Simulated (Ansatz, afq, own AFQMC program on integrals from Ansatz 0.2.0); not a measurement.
BNH2, triplet: AFQMC among the cluster methods

```xyz
4

B     0.0000   -0.4182    0.7026
N     0.0000    0.1858   -0.5333
H     0.0000    0.7917    0.8180
H     0.0000    1.1117   -0.9421
```

Connectivity, by distances: BH–NH.

Basis cc-pVDZ. Only valence electrons are correlated. Ansatz 0.2.0 and our own AFQMC program on the same integrals; the CISD trial comes from CCSD amplitudes, and released means the phaseless constraint is let go. Free AFQMC starts from the CCSD state and is never constrained. Its projection time is finite, and what remains of the start isn't in its error. ± is one standard error of the sampling.

Determinant: UHF, the one that the program's search chose, which needn't be the lowest solution. The geometry is a point of a scan.

No full CI on the walks' own integrals is used here; CCSDT(Q) serves as the reference and is uncertain by about the last step of the cluster series.

Cautions: lower spins were not checked.

```
T1 diagnostic                               : 0.0295
weight of the determinant in the CISD state : 0.885
⟨S²⟩ of the determinant                     : 2.015
size of the correlated space                : 10 electrons in 36 orbitals
```

```
  level  correlation energy (eV)
    MP2                  -5.9404
   CCSD                  -6.6270
CCSD(T)                  -6.8657
```

Question: Estimate where free-projection AFQMC lies against CCSD(T) on the same integrals.

Answer: 5.8 ± 1.8 kJ/mol below CCSD(T).

Reference: CCSDT(Q), correlation energy -6.918 eV. The released energy is read at 2.40 1/Eh (meV from the phaseless value at times in 1/Eh: 6 ± 19 at 0.24, -14 ± 15 at 0.51, -33 ± 14 at 0.99, -39 ± 15 at 1.62, -32 ± 18 at 2.40).

```json
{"level": "CCSD(T)", "E − E(reference) (kJ/mol)": "5.1", "share of correlation (%)": "99.24"}
{"level": "CCSDT", "E − E(reference) (kJ/mol)": "2.0", "share of correlation (%)": "99.70"}
{"level": "ph-AFQMC/HF", "E − E(reference) (kJ/mol)": "3.0 ± 7.0", "share of correlation (%)": "99.56"}
{"level": "ph-AFQMC/CISD", "E − E(reference) (kJ/mol)": "2.4 ± 1.1", "share of correlation (%)": "99.64"}
{"level": "released AFQMC", "E − E(reference) (kJ/mol)": "-0.7 ± 1.7", "share of correlation (%)": "100.11"}
{"level": "free AFQMC", "E − E(reference) (kJ/mol)": "-0.7 ± 1.8", "share of correlation (%)": "100.10"}
```

Free projections are given only where their last times agree within the noise and don't stop above the reference; a slow remainder of the start can still hide under it. A walk keeps the symmetry of its determinant, which the program's search chose and which needn't be the lowest solution, so a lower state of the same spin and another symmetry isn't excluded. Released energies are given only where the last usable release times agree within the noise; a slower fall can still hide under it.
